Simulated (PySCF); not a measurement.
# PBE0/3-21G run of C5H5F (SMILES FC1=CCC=C1)

What is the vertical ionisation energy of C5H5F at PBE0/3-21G? Input form: a Python script.

The calculation is run with PySCF 2.14.0.

## Step 1: The system as given

C5H5F: 11 atoms, total charge 0, spin state singlet. As SMILES, `FC1=CCC=C1`. Geometry: relaxed at PBE0-D4/def2-TZVP.

Bond lengths: F1–C2 1.330 Å, C2–C3 1.337 Å, C3–C4 1.492 Å, C4–C5 1.495 Å, C2–C6 1.454 Å, C5–C6 1.340 Å, C3–H7 1.079 Å, C4–H8 1.098 Å, C4–H9 1.098 Å, C5–H10 1.081 Å, C6–H11 1.081 Å. Some angles: F1–C2–C3 126.7°, F1–C2–C6 121.3°, C3–C2–C6 112.0°, C2–C3–C4 106.9°, C3–C4–C5 104.2°, C4–C5–C6 109.4°, C2–C6–C5 107.5°, C2–C3–H7 127.2°, C4–C3–H7 125.9°, C3–C4–H8 112.2°.

## Step 2: A single-point energy at PBE0/3-21G

Contents of calc.py:

```python
from pyscf import gto, dft

system = gto.M(
    atom='''
F    0.004400  -2.240900  -1.280900
C    0.012800  -1.096700  -0.603000
C    0.421200  -0.918500   0.657800
C    0.240000   0.529200   0.971300
C   -0.320800   1.109600  -0.287700
C   -0.449600   0.142400  -1.206100
H    0.809300  -1.667700   1.330400
H   -0.439500   0.687400   1.818700
H    1.185200   1.014900   1.246200
H   -0.574100   2.153400  -0.409500
H   -0.823500   0.229800  -2.216900
''',
    charge=0,
    spin=0,
    max_memory=1860,
    basis='3-21g',
    verbose=3,
)

myscf = dft.RKS(system, xc='pbe0')
myscf.grids.level = 4
myscf.conv_tol = 1e-10
myscf.kernel()
if not myscf.converged:
    myscf = myscf.newton().run(myscf.mo_coeff, myscf.mo_occ)

etot = myscf.e_tot
print('E = %.10f Eh' % etot)
```

Launch:

```
$ OMP_NUM_THREADS=1 python calc.py
```

Standard output:

```text
converged SCF energy = -291.411034388205
E = -291.4110343882 Eh
```

Wall time 13 s (1 thread of Arm Neoverse V1, shared host); peak memory 0.34 GiB.

## Step 3: The doublet cation at the same level

Contents of input.py:

```python
from pyscf import gto, dft

mol = gto.M(
    atom=[
    ('F', (0.004400, -2.240900, -1.280900)),
    ('C', (0.012800, -1.096700, -0.603000)),
    ('C', (0.421200, -0.918500, 0.657800)),
    ('C', (0.240000, 0.529200, 0.971300)),
    ('C', (-0.320800, 1.109600, -0.287700)),
    ('C', (-0.449600, 0.142400, -1.206100)),
    ('H', (0.809300, -1.667700, 1.330400)),
    ('H', (-0.439500, 0.687400, 1.818700)),
    ('H', (1.185200, 1.014900, 1.246200)),
    ('H', (-0.574100, 2.153400, -0.409500)),
    ('H', (-0.823500, 0.229800, -2.216900)),
],
    verbose=4,
    spin=1,
    basis='3-21g',
    charge=1,
    max_memory=1860,
)

myscf = dft.UKS(mol, xc='pbe0')
myscf.grids.level = 4
myscf.conv_tol = 1e-10
myscf.kernel()
if not myscf.converged:
    myscf = myscf.newton().run(myscf.mo_coeff, myscf.mo_occ)

energy = myscf.e_tot
print(f'total energy: {energy:.8f} hartree')
```

Launch:

```
$ OMP_NUM_THREADS=1 python input.py
```

Standard output:

```text
PySCF version 2.14.0

[INPUT] num. atoms = 11
[INPUT] num. electrons = 43
[INPUT] charge = 1
[INPUT] spin (= nelec alpha-beta = 2S) = 1
[INPUT] symmetry False subgroup None
[INPUT] Mole.unit = angstrom
[INPUT] Symbol           X                Y                Z      unit          X                Y                Z       unit  Magmom
[INPUT]  1 F      0.004400000000  -2.240900000000  -1.280900000000 AA    0.008314794948  -4.234687272538  -2.420550192955 Bohr   0.0
[INPUT]  2 C      0.012800000000  -1.096700000000  -0.603000000000 AA    0.024188494394  -2.072462640811  -1.139504853113 Bohr   0.0
[INPUT]  3 C      0.421200000000  -0.918500000000   0.657800000000 AA    0.795952643667  -1.735713445413   1.243061844739 Bohr   0.0
[INPUT]  4 C      0.240000000000   0.529200000000   0.971300000000 AA    0.453534269896   1.000043065120   1.835490984790 Bohr   0.0
[INPUT]  5 C     -0.320800000000   1.109600000000  -0.287700000000 AA   -0.606224140760   2.096840107817  -0.543674206037 Bohr   0.0
[INPUT]  6 C     -0.449600000000   0.142400000000  -1.206100000000 AA   -0.849620865604   0.269097000138  -2.279198678838 Bohr   0.0
[INPUT]  7 H      0.809300000000  -1.667700000000   1.330400000000 AA    1.529355352611  -3.151496257937   2.514091636121 Bohr   0.0
[INPUT]  8 H     -0.439500000000   0.687400000000   1.818700000000 AA   -0.830534631746   1.298997738026   3.436844902746 Bohr   0.0
[INPUT]  9 H      1.185200000000   1.014900000000   1.246200000000 AA    2.239703402835   1.917883043821   2.354976696433 Bohr   0.0
[INPUT] 10 H     -0.574100000000   2.153400000000  -0.409500000000 AA   -1.084891768113   4.069336236638  -0.773842848009 Bohr   0.0
[INPUT] 11 H     -0.823500000000   0.229800000000  -2.216900000000 AA   -1.556189463579   0.434259063425  -4.189333845548 Bohr   0.0

nuclear repulsion = 217.183780487832
number of shells = 40
number of NR pGTOs = 105
number of NR cGTOs = 64
basis = 3-21g
ecp = {}

******** <class 'pyscf.dft.uks.UKS'> ********
method = UKS
initial guess = minao
damping factor = 0
level_shift factor = 0
DIIS = <class 'pyscf.scf.diis.CDIIS'>
diis_start_cycle = 1
diis_space = 8
diis_damp = 0
SCF conv_tol = 1e-10
SCF conv_tol_grad = None
SCF max_cycles = 50
direct_scf = True
direct_scf_tol = 1e-13
number electrons alpha = 22  beta = 21
XC library pyscf.dft.libxc version 7.0.0
    S. Lehtola, C. Steigemann, M. J.T. Oliveira, and M. A.L. Marques.,  SoftwareX 7, 1–5 (2018)
XC functionals = pbe0
radial grids:
    Treutler-Ahlrichs [JCP 102, 346 (1995); DOI:10.1063/1.469408] (M4) radial grids

becke partition: Becke, JCP 88, 2547 (1988); DOI:10.1063/1.454033
pruning grids: <function nwchem_prune>
grids dens level: 4
symmetrized grids: False
atomic radii adjust function: <function treutler_atomic_radii_adjust>
small_rho_cutoff = 0
Set gradient conv threshold to 1e-05
tot grids = 250416
init E= -292.286110853021
[... the frontier-level lines of each cycle are left out ...]

cycle= 1 E= -291.041178138657  delta_E= 1.24  |g|= 0.327  |ddm|= 2.46
cycle= 2 E= -290.977440252648  delta_E= 0.0637  |g|= 0.568  |ddm|= 1.12
cycle= 3 E= -291.09396354282  delta_E= -0.117  |g|= 0.0541  |ddm|= 0.655
cycle= 4 E= -291.094971903426  delta_E= -0.00101  |g|= 0.0293  |ddm|= 0.097
cycle= 5 E= -291.095391449191  delta_E= -0.00042  |g|= 0.0104  |ddm|= 0.0481
cycle= 6 E= -291.095461817105  delta_E= -7.04e-05  |g|= 0.00286  |ddm|= 0.0149
cycle= 7 E= -291.09547598319  delta_E= -1.42e-05  |g|= 0.00184  |ddm|= 0.00784
cycle= 8 E= -291.095480660665  delta_E= -4.68e-06  |g|= 0.000418  |ddm|= 0.00498
cycle= 9 E= -291.095480990097  delta_E= -3.29e-07  |g|= 0.000226  |ddm|= 0.00154
cycle= 10 E= -291.095481039042  delta_E= -4.89e-08  |g|= 0.000114  |ddm|= 0.000435
cycle= 11 E= -291.095481057193  delta_E= -1.82e-08  |g|= 4.8e-05  |ddm|= 0.000323
cycle= 12 E= -291.095481059635  delta_E= -2.44e-09  |g|= 2.07e-05  |ddm|= 0.000112
cycle= 13 E= -291.095481060147  delta_E= -5.12e-10  |g|= 1.02e-05  |ddm|= 6.32e-05
cycle= 14 E= -291.095481060198  delta_E= -5.1e-11  |g|= 3.98e-06  |ddm|= 1.54e-05
Extra cycle  E= -291.095481060202  delta_E= -3.87e-12  |g|= 4.98e-06  |ddm|= 1.18e-05
converged SCF energy = -291.095481060202  <S^2> = 0.76303234  2S+1 = 2.0129902
total energy: -291.09548106 hartree
```

It took 27 s on 1 thread of Arm Neoverse V1, shared host; peak memory 0.36 GiB.

## Step 4: Results

Level: PBE0/3-21G.

| quantity | value |
| --- | --- |
| singlet C5H5F: total energy | -291.41103 Eh |
| singlet C5H5F: dipole moment | 1.88 D |
| singlet C5H5F: HOMO energy | -6.31 eV |
| singlet C5H5F: LUMO energy | -0.25 eV |
| singlet C5H5F: HOMO–LUMO gap | 6.06 eV |
| doublet cation: total energy | -291.09548 Eh |
| doublet cation: HOMO energy (highest over α and β) | -14.11 eV |
| doublet cation: LUMO energy (lowest over α and β) | -10.84 eV |
| doublet cation: ⟨S²⟩ | 0.763 |
| vertical ionisation energy (to the doublet cation) | 8.587 eV |

Removing an electron at fixed nuclei costs 8.59 eV (828 kJ/mol). −ε(HOMO) before ionisation, 6.31 eV, is 2.28 eV below this ionisation energy.
